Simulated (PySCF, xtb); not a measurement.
diphosphorus (P2), SMILES P#P.

xtb with GFN2-xTB at its own geometry gives an orbital gap of 2.49 eV and a dipole moment of 0.00 D.

Coordinates come from a B3LYP-D3(BJ)/def2-TZVPD optimisation.

Task: What does M06-2X/def2-TZVPD (PySCF) give? (The exact figures need the calculation; the answer reports its results.)

Result: gap 7.31 eV (levels -9.00 and -1.69 eV), dipole 0.00 D.
